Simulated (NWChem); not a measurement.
**Basis-set convergence for methyl formate (C₂H₄O₂)**

```xyz
8

C     -1.3881    -0.3066     0.1041
O     -0.0612    -0.8351     0.2593
C      0.9395     0.0265    -0.0143
O      0.8067     1.1756    -0.3698
H     -1.5665     0.0101    -0.9434
H     -2.0780    -1.1231     0.3813
H     -1.5431     0.5713     0.7632
H      1.9150    -0.5014     0.1435
```
Charge 0, spin multiplicity 1.

Program: NWChem. Structure: optimised with PBE/def2-SVP, a minimum by its harmonic frequencies. It is one conformer; others weren't searched.

Quantity: vertical ionisation energy at the level ΔPBE0 (Δ: difference of total energies, the cation a doublet at the parent's geometry; it is the state that the SCF runs reached, from PBE0 orbitals for Hartree-Fock references, and need not be the lowest).

The Pople sets run with spherical d functions. The stability of the SCF solutions was not checked.

Costs are rough ratios of processor time within this set of runs, SCF included, with 6-31G* as 1.

| basis | functions | vertical ionisation energy (eV) | relative cost |
|---|---|---|---|
| 6-31G* | 64 | 10.80 | 1 |
| cc-pVDZ | 76 | ___ | under 3 |
| def2-SVP | 76 | 10.91 | under 3 |
| 6-311G** | 96 | 10.88 | under 3 |
| 6-311++G** | 116 | ___ | under 3 |
| def2-SVPD | 118 | 11.04 | 4 |
| aug-cc-pVDZ | 128 | 10.93 | 9 |
| cc-pVTZ | 176 | 10.87 | 10 |
| pcseg-2 | 176 | 10.94 | 10 |
| def2-TZVPP | 180 | ___ | 30 |

Question: Fill in the missing entries.

Answer: 
- cc-pVDZ, vertical ionisation energy (eV): 10.75
- 6-311++G**, vertical ionisation energy (eV): 11.00
- def2-TZVPP, vertical ionisation energy (eV): 11.40
